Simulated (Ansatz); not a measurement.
# [Br···H···NH], triplet: transfer scan

Starting geometry:

```xyz
4

Br   -1.8444    0.2511    0.0000
H    -0.4238    0.2511    0.0000
N     0.9996    0.2511    0.0000
H     1.2687   -0.7532    0.0000
```

From there H2 is moved from one fragment to the other while all else, the fragments' distance too, stays fixed; atoms are numbered as listed. Energies are in eV, counted from the starting geometry at the same level. Kohn–Sham curves are unrestricted where that lies lower.

Basis cc-pVDZ; Ansatz 0.2.0. Correlated methods freeze the noble-gas cores and the filled d shells of p-block atoms. Prefix R: restricted or restricted open-shell reference; prefix U: unrestricted. No spin–orbit coupling is included, and no scalar relativity.

In so small a basis the reference is far from its limit while semilocal and hybrid functionals are nearer theirs (RPA and double hybrids share much of the reference's basis error), so the functionals' errors here hold much of the reference's basis and frozen-core error, which can add to them or hide them.

Full CI isn't at hand for all of this; UCCSDT(Q) serves as the reference, and is uncertain by about the last step of the cluster series.

```json
{"distance Br1-H2 (Å)": "1.321", "UCCSDT(Q)": "0.207", "PBE": "0.363", "r2SCAN": "0.313", "PBE0": "0.286", "B3LYP": "0.300", "r2SCAN0": "0.259", "BHLYP": "0.219", "wB97M-V": "0.245", "B2PLYP": "0.251", "RPA-PBE": "0.244"}
{"distance Br1-H2 (Å)": "1.421", "UCCSDT(Q)": "0.000", "PBE": "0.000", "r2SCAN": "0.000", "PBE0": "0.000", "B3LYP": "0.000", "r2SCAN0": "0.000", "BHLYP": "0.000", "wB97M-V": "0.000", "B2PLYP": "0.000", "RPA-PBE": "0.000"}
{"distance Br1-H2 (Å)": "1.475", "UCCSDT(Q)": "-0.029", "PBE": "-0.118", "r2SCAN": "-0.092", "PBE0": "-0.075", "B3LYP": "-0.085", "r2SCAN0": "-0.060", "BHLYP": "-0.038", "wB97M-V": "-0.052", "B2PLYP": "-0.057", "RPA-PBE": "-0.064"}
{"distance Br1-H2 (Å)": "1.530", "UCCSDT(Q)": "-0.036", "PBE": "-0.207", "r2SCAN": "-0.160", "PBE0": "-0.126", "B3LYP": "-0.147", "r2SCAN0": "-0.097", "BHLYP": "-0.056", "wB97M-V": "-0.082", "B2PLYP": "-0.093", "RPA-PBE": "-0.114"}
{"distance Br1-H2 (Å)": "1.585", "UCCSDT(Q)": "-0.041", "PBE": "-0.281", "r2SCAN": "-0.216", "PBE0": "-0.168", "B3LYP": "-0.201", "r2SCAN0": "-0.127", "BHLYP": "-0.073", "wB97M-V": "-0.109", "B2PLYP": "-0.126", "RPA-PBE": "-0.167"}
{"distance Br1-H2 (Å)": "1.640", "UCCSDT(Q)": "-0.058", "PBE": "-0.342", "r2SCAN": "-0.266", "PBE0": "-0.210", "B3LYP": "-0.254", "r2SCAN0": "-0.161", "BHLYP": "-0.102", "wB97M-V": "-0.144", "B2PLYP": "-0.165", "RPA-PBE": "-0.227"}
{"distance Br1-H2 (Å)": "1.694", "UCCSDT(Q)": "-0.086", "PBE": "-0.385", "r2SCAN": "-0.306", "PBE0": "-0.245", "B3LYP": "-0.299", "r2SCAN0": "-0.195", "BHLYP": "-0.142", "wB97M-V": "-0.183", "B2PLYP": "-0.206", "RPA-PBE": "-0.285"}
{"distance Br1-H2 (Å)": "1.749", "UCCSDT(Q)": "-0.109", "PBE": "-0.395", "r2SCAN": "-0.320", "PBE0": "-0.260", "B3LYP": "-0.323", "r2SCAN0": "-0.214", "BHLYP": "-0.179", "wB97M-V": "-0.212", "B2PLYP": "-0.232", "RPA-PBE": "-0.323"}
{"distance Br1-H2 (Å)": "1.804", "UCCSDT(Q)": "-0.096", "PBE": "-0.346", "r2SCAN": "-0.281", "PBE0": "-0.226", "B3LYP": "-0.295", "r2SCAN0": "-0.189", "BHLYP": "-0.181", "wB97M-V": "-0.200", "B2PLYP": "-0.213", "RPA-PBE": "-0.310"}
```

**Question.** Judged by the spread of the error over the points with a reference (largest less smallest), which of these follows UCCSDT(Q) best and which worst?

**Answer.** Subtracting the UCCSDT(Q) column from each: best BHLYP (errors from -0.085 to 0.012, spread 0.096 eV), worst PBE (from -0.299 to 0.156, spread 0.454 eV). Functionals and wave-function methods converge differently with the basis, so part of this is basis effect.
